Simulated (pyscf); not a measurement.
Optimised with ωB97X-D3(BJ)/def2-SVP in PySCF.

Task: Estimate by transition-state theory the rate constant of H₃Si–SiH₂–PH₂ (SMILES [SiH3][SiH2]P) + H• (SMILES [H]) -> •H₂Si–SiH₂–PH₂ (SMILES [SiH2][SiH2]P) + H₂ (SMILES [H][H]) (doublet surface; H–Si broken, H–H formed) at 1200 K, with ωB97M-D3(BJ)/def2-TZVP energies (ideal gas, 1 atm, RRHO with modes under 100 cm⁻¹ raised to 100, one conformer, R ln 2 for chiral ones without a mode under 150 cm⁻¹; no tunnelling).

Result: The electronic barrier is 4.1 kcal/mol and the thermal terms add +25.0, so ΔG‡ = 29.0 kcal/mol. With k_BT/h = 2.50e+13 s⁻¹ and RT = 2.385 kcal/mol, and a volume of 1.64e-19 cm³ per molecule at 1 atm, k = 2.1e-11 cm³ molecule⁻¹ s⁻¹. Wigner's tunnelling factor for 884i cm⁻¹ would be 1.05. A shift of 1 kcal/mol in the barrier changes k by a factor 1.5. H₃Si–SiH₂–PH₂ lies 5.7 kcal/mol over its isomer H₃Si–PH–SiH₃ (electronic energy, ωB97M-D3(BJ)/def2-TZVP). •H₂Si–SiH₂–PH₂ lies 13.8 kcal/mol over its isomer H₃Si–P•–SiH₃ (electronic energy, ωB97M-D3(BJ)/def2-TZVP). One saddle was located; it need not be the lowest between these sides. The angle at the transferred H is 179°.
